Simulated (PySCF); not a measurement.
**EPR parameters of C4H8NS**

C4H8NS (doublet state).
Structure used (GFN2-xTB), in Å, numbered top down from 1:
```xyz
14
C4H8NS angstrom
C      2.2580   -0.4936    0.2931
C      0.8588   -0.2984   -0.1488
N     -0.0402    0.2876    0.6429
C     -1.3467    0.5514    0.4215
C     -1.9481    0.1571   -0.8843
S     -2.1979    1.3064    1.6375
H      2.4076   -0.1021    1.2971
H      2.5225   -1.5535    0.2903
H      2.9532    0.0091   -0.3830
H      0.5521   -0.6313   -1.1234
H      0.2820    0.5923    1.5597
H     -1.4374    0.6577   -1.7089
H     -2.9967    0.4379   -0.8964
H     -1.8679   -0.9211   -1.0343
```

The hyperfine couplings belong to this conformer and change with its torsions.

As a line formula: `C[CH]NC(C)=S` [radical].

Method used: UKS B3LYP, pcH-1 on C H N S, non-relativistic, mean-field spin-orbit, GIAO (PySCF 2.14.0). Geometry: GFN2-xTB, one conformer, isolated molecule. A GFN2-xTB geometry isn't a minimum of the functional, and hyperfine couplings can be far from their values at a DFT geometry. The SCF solution wasn't tested for stability.

| Quantity | Value |
| --- | --- |
| g1, g2, g3 | 2.00212, 2.00673, 2.01678 |
| g_iso | 2.00854 |
| Form of g | rhombic: the two nearest values differ by 31 % of g3 − g1 |
| ⟨S²⟩ | 0.7645 (exact 0.7500) |
| α and β electrons | 28, 27 |

Hyperfine couplings atom by atom, in mT; T1 to T3 are the principal values of the dipolar part; ρ(0) is the spin density at the nucleus (MHz turned into mT with g_iso):

```csv
atom,isotope,a_iso,of which spin–orbit,T1,T2,T3,Mulliken spin population,ρ(0) (bohr⁻³)
C1,13C,-0.89,0.00,-0.06,0.02,0.04,-0.06,-0.0221
C2,13C,2.18,-0.01,-2.09,-2.04,4.13,0.70,0.0546
N3,14N,-0.22,0.00,-0.05,-0.01,0.07,-0.03,-0.0195
C4,13C,0.27,0.01,-0.38,-0.30,0.68,0.05,0.0065
C5,13C,-0.15,0.00,-0.03,0.00,0.03,-0.01,-0.0038
S6,33S,0.22,0.02,-1.03,-0.99,2.03,0.32,0.0165
H7,1H,0.07,0.00,-0.11,-0.09,0.20,0.00,0.0004
H8,1H,2.79,0.00,-0.13,-0.10,0.23,0.03,0.0175
H9,1H,2.77,0.00,-0.13,-0.10,0.23,0.03,0.0174
H10,1H,-1.67,0.00,-0.96,0.01,0.95,-0.03,-0.0105
H11,1H,-0.03,0.00,-0.16,-0.01,0.17,0.00,-0.0002
H12,1H,0.12,0.00,-0.09,-0.03,0.13,0.00,0.0007
H13,1H,-0.01,0.00,-0.06,-0.02,0.08,0.00,-0.0001
H14,1H,0.12,0.00,-0.09,-0.03,0.13,0.00,0.0007
```

The largest Mulliken spin populations are on C2 (+0.70), S6 (+0.32) and C1 (-0.06). The angles at C2 add up to 360.0°, so it is planar; its axial dipolar tensor and the negative coupling of its proton fit spin in a p orbital normal to that plane.

Axes: g3 points within 5° of the C4–S6 bond.

Under fast tumbling the dipolar parts average out, and these isotropic splittings remain: 3 × 1H (H7/H8/H9, I = 1/2, 4 lines) with 1.88 mT, 1 × 1H (H10, I = 1/2, 2 lines) with 1.67 mT, 1 × 14N (N3, I = 1, 3 lines) with 0.22 mT and 3 × 1H (H12/H13/H14, I = 1/2, 4 lines) with 0.08 mT.

Class means assume fast exchange of nuclei equivalent by connectivity; if that motion is slow, each nucleus keeps its own coupling. The three 1H nuclei of mean +52.7 MHz run from 2.0 to 78.3 MHz in the frozen geometry.

The 33S coupling of S6 (6.2 MHz) shows only in satellite lines or after enrichment, since that isotope makes up about 0.76 % of natural sulfur.

The 13C coupling of C2 (61.2 MHz) shows only in satellite lines or after enrichment, since that isotope makes up about 1.07 % of natural carbon.

The spin density at the nucleus, in bohr⁻³, is negative for C1 (-0.0221), N3 (-0.0195) and H10 (-0.0105), for instance. A restricted open-shell determinant has no negative spin density anywhere; here it arises because α and β orbitals differ (spin polarisation).
